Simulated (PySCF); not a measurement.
nitrogen dioxide (NO2), SMILES [O]N=O, multiplicity 2. Coordinates come from a PBE-D3(BJ)/def2-TZVP optimisation.

Computed equilibrium geometry at PBE-D3(BJ)/def2-TZVP (PySCF confirms it by a frequency run) as Cartesian coordinates in Å, and its point group:
point group C2v.
```xyz
3

O      0.0000     1.1083     0.1431
N      0.0000     0.0000    -0.3271
O      0.0000    -1.1083     0.1431
```
Charge 0, spin multiplicity 2.
